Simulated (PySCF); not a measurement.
How methods differ on the electron affinity of Si

Si⁻ [Ne] 3s2 3p3 (4S) → Si [Ne] 3s2 3p2 (3P), as a difference of total energies. Calculation: PySCF 2.14, in x2c-QZVPPall with one added diffuse shell each of s, p, d, f type (10s7p5d3f1g, 86 functions); the spin-free X2C one-electron Hamiltonian (Gaussian nucleus). Correlated levels: valence: [Ne] frozen; valence and next inner shell: 1s2 frozen. The calculations carry no spin-orbit coupling.

Q: Order these methods by the electron affinity they give, lowest first.
A. PBE
B. LDA
C. M06-2X
D. UHF

A: D (0.840 eV), C (1.253 eV), A (1.487 eV), B (1.586 eV).

A first-order spin-orbit estimate (lowest level to lowest level, LS coupling) adds -0.016 eV.

Errors of the correlated levels include the incompleteness of this basis and the frozen core.

In the anion the highest occupied orbital energy is positive at LDA, PBE, PBE0, r2SCAN, B97-3, BP86, M06-L, a self-interaction effect; the basis confines that electron, and the energy difference can still be sensible.

For comparison: 1.390 eV (measured; photodetachment measurements, as compiled on the Wikipedia data page of electron affinities).
